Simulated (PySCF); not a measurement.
Start geometry of `PP` (P2H4) from GFN2-xTB (Å):
```
atom  x, y, z in Å
P1     0.5182    0.8766   -0.3119
P2    -0.5027   -0.9092    0.3012
H3     1.3359    0.9165    0.7754
H4     1.4700    0.2330   -1.1029
H5    -1.3669   -0.9216   -0.8004
H6    -1.4304   -0.2253    1.0938
```

Question: What comes out of this run: PySCF, PBE0-D3(BJ)/def2-SVP geometry optimisation, gas phase?

Answer: 
```
atom  x, y, z in Å
P1     0.520    0.941   -0.344
P2    -0.543   -0.933    0.290
H3     1.360    0.957    0.814
H4     1.500    0.234   -1.109
H5    -1.415   -0.928   -0.844
H6    -1.493   -0.224    1.090
```

The energy falls by 15.1 kJ/mol over 5 energy and gradient evaluations, the largest force component goes from 0.0310 to 1.4e-04 Eh/bohr, and the atoms move by 0.050 Å rms after alignment. The bond that changes most is P1–P2 (both ends three-coordinate phosphorus), which lengthens by 0.099 Å. Bonds longer at the end by more than 0.005 Å: 5 of 5; shorter: 0. Among the angles that change most is P2–P1–H4, from 95.9° to 93.6°. Rotational constants go from 67930, 6264, 6209 to 63750, 5747, 5706 MHz. The orientation of the end geometry is arbitrary; only internal coordinates are fixed.

The run used 56 basis functions and 28 SCF cycles in all. On Arm Neoverse V2, one thread, shared host, this took 3.3 s of wall time and 0.27 GiB of memory at its peak.

No PBE0-D3(BJ)/def2-SVP frequencies stand behind this structure, so it isn't proved a minimum. One conformer, not necessarily the lowest.
